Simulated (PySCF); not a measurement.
Structure problem from calculated spectra and properties.

Formula: C4H5FO.

* Triplet: lowest triplet excitation (Tamm–Dancoff): 4.79 eV [TDA CAM-B3LYP/def2-SVPD]
* Dipole: 2.49 D [CAM-B3LYP/def2-SVPD]
* UV, strongest line: among the 8 lowest singlet transitions: S5 at 7.55 eV (164 nm, f = 0.049) [TDDFT CAM-B3LYP/def2-SVPD]
* Rotational structure: rotational constants A, B, C: 10.686, 2.064, 1.847 GHz [GFN2-xTB]
* XPS: C1s 291.0, C1s 292.2, C1s 292.9, C1s 293.4, O1s 538.4, F1s 693.7 eV [ΔSCF SCAN, pcX-2 on the ionised atom, pcseg-1 elsewhere, spin-free X2C]
* Polarisability: 51.0 au [CAM-B3LYP/def2-SVPD]
* UV, first state: lowest singlet excitation: 6.72 eV (184 nm, f = 0.004) [TDDFT CAM-B3LYP/def2-SVPD]

Gas-phase values; electronic properties from PySCF, density fitting. Levels stand in brackets. The structure is a single GFN2-xTB conformer in the gas phase; no vibrational or solvent corrections.

**Question.** What is the compound? Reason from the data.

**Answer.** Numbering: `[CH3:1][O:2][C@@H:3]1[CH:4]=[C:5]1[F:6]`. Its formula, C4H5FO, gives 2 degrees of unsaturation: 1 ring and 1 π bond in the structure found. The core levels belong to: C1s 291.0 eV, alkene CH carbon [C4]; C1s 292.2 eV, methoxy carbon [C1]; C1s 292.9 eV, sp3 carbon bound to oxygen [C3]; C1s 293.4 eV, vinylic C–F carbon [C5]; O1s 538.4 eV, ether oxygen [O2]; F1s 693.7 eV, vinyl fluorine [F6]. The hole state at 293.4 eV has ⟨S²⟩ = 0.84 against 0.75, so that value is less sure. The optimised geometry has point group C1 and is an asymmetric top. Structure: `CO[C@@H]1C=C1F`. Computed isomers that give other values at the same levels: `O=C(F)C1CC1` (core binding energies: C1s 291.5 (×2), C1s 291.9, C1s 295.7, O1s 538.5, F1s 692.9 eV); `FC1=COCC1` (core binding energies: C1s 291.5, C1s 291.9, C1s 292.4, C1s 292.6, O1s 538.9, F1s 693.1 eV); `C/C=C/C(=O)F` (rotational constant A: 9.880 GHz; this holds for the one conformer computed). The assignments are read from this structure; whether some other isomer fits the data as well wasn't checked. The mirror image fits equally.

Conformer computed: `[CH3:1][O:2][C@@H:3]1[CH:4]=[C:5]1[F:6]`: C1–O2–C3–C4 -84°.
